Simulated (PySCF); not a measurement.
## C2H6OP2: core ionisation energies

C₂H₆OP₂.
Cartesian coordinates in Å at the PBE0-D3(BJ)/def2-SVP level; atoms count from 1:
```xyz
11
C2H6OP2 angstrom
O      0.824   -1.801   -1.118
P      0.406   -0.560   -0.395
P      1.896    0.915    0.256
C     -0.994   -0.411    0.725
C     -1.139    0.331   -0.628
H      2.774   -0.098    0.749
H      2.520    0.948   -1.028
H     -0.917    0.190    1.637
H     -1.610   -1.309    0.841
H     -1.836   -0.121   -1.342
H     -1.163    1.425   -0.621
```

Computed, not measured: delta-SCF UKS SCAN, pcX-2 on the ionised atom, pcseg-1 elsewhere, spin-free X2C (PySCF). Binding energies are ΔSCF values: E(core-ionised, relaxed orbitals) − E(ground state) at a fixed geometry, referred to the vacuum level.

Task: What binding energy does each computed site have?

Result: 
| atom(s) | bonded to | level | binding energy (eV) | 2p1/2 (eV) | above the level's lowest (eV) | count |
| --- | --- | --- | --- | --- | --- | --- |
| P3 | 2 H and P | P 2p3/2 | 137.00 | 137.89 | 0.00 | 1 |
| P2 | O (double bond), 2 C and P | P 2p3/2 | 137.82 | 138.71 | +0.82 | 1 |
| C4/C5 | C, 2 H and P | C 1s | 290.87 | – | 0.00 | 2 |
| O1 | P (double bond) | O 1s | 536.25 | – | 0.00 | 1 |
| P3 | 2 H and P | P 1s | 2150.53 | – | 0.00 | 1 |
| P2 | O (double bond), 2 C and P | P 1s | 2151.74 | – | +1.21 | 1 |

The listed P 1s values span 1.21 eV, from P3 (bonded to 2 H and P) to P2 (bonded to O (double bond), 2 C and P). Summing the Pauling electronegativity differences to the bonded atoms, each weighted by its formal bond order, gives +0.02 for the lowest site and +3.22 for the highest.

Lowest listed P 2p3/2: P3, bonded to 2 H and P. Highest, 0.82 eV above it: P2, bonded to O (double bond), 2 C and P.

Task: Which photon wavelength matches the P 1s of P3 threshold?

Result: λ = hc/E = 12398.42 eV Å / 2150.53 eV = 5.765 Å.

Atoms equivalent by their bonding share one computed value, that of the first of them. For 2p shells one spin-free hole was relaxed; a mean-field spin–orbit operator and the ground-state splitting of the three 2p orbitals were then diagonalised within the shell. The shell's mean is (2 × 2p3/2 + 2p1/2)/3, and the degeneracies 2j + 1 give areas of 2:1. 2p1/2 minus 2p3/2 (ligand field included): P 0.89 eV. Geometry: PBE0-D3(BJ)/def2-SVP, one conformer, isolated molecule.

Hardware: an Arm Neoverse V2 with one thread, shared host with 96 logical CPUs at a one-minute load of 56. Cost: 31 s, 0.48 GiB resident at most.
